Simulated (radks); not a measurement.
**S³⁺ in [Ne] 3s2 3p1: an all-electron calculation**

One table from this session's results is given with a row withheld; the runs are named, their logs left out.

Method: scalar-relativistic Kohn-Sham, SCAN, spin-polarised, spherical densities, finite nucleus; open shells are filled with parallel spins first. Code: radks (a radial shooting solver on a logarithmic mesh, Libxc functionals) version 1.

**The atom as given**

```
element            : sulfur (Z = 16)
charge             : +3
electrons          : 13
configuration      : [Ne] 3s2 3p1
nuclear rms radius : 3.2611 fm
```

The outer shells:

S³⁺
```
[Ne] core
3s [↑↓]
3p [↑ ][  ][  ]
```

The first run:

The run's settings:

```text
Z 16
configuration [Ne] 3s2 3p1 4s0 3d0
relativity scalar-relativistic
functional scan,scan
spin polarised
nucleus finite rms 3.2611 fm
c 137.035999084
```

Started as:

```sh
python run_ks.py task.json out
```

All runs below come from this command, one after another.

One of the session's tables, all rows but one given; the rest of the session is left out.

It belongs to the step «Radial structure». From the orbitals of this run (lengths in bohr):

| level | <r> | outermost maximum (interpolated) | 90 % within | nodes |
| --- | --- | --- | --- | --- |
| 1s up | 0.09689 | 0.0633 | 0.173 | 0 |
| 1s down | 0.09688 | 0.0633 | 0.173 | 0 |
| 2s up | 0.4759 | 0.387 | 0.745 | 1 |
| 2s down | 0.4759 | 0.387 | 0.745 | 1 |
| 2p up | 0.4399 | 0.325 | 0.731 | 0 |
| 2p down | 0.4399 | 0.326 | 0.731 | 0 |
| 3s up | ? | ? | ? | ? |
| 3s down | 1.529 | 1.34 | 2.26 | 2 |
| 3p up | 1.658 | 1.44 | 2.49 | 1 |
| 3p down | 1.662 | 1.44 | 2.50 | 1 |
| 3d up | 1.960 | 1.62 | 3.07 | 0 |
| 3d down | 1.889 | 1.62 | 2.90 | 0 |
| 4s down | 2.887 | 2.96 | 4.07 | 3 |

**Question.** Estimate the row for 3s up.

The run gave: <r>: 1.527; outermost maximum (interpolated): 1.34; 90 % within: 2.25; nodes: 2. In the column «<r>» it lies between 2s down (0.4759) and 3s down (1.529).

Caveats from the session: Open shells are spherical and high-spin; term and fine-structure splittings are not resolved.
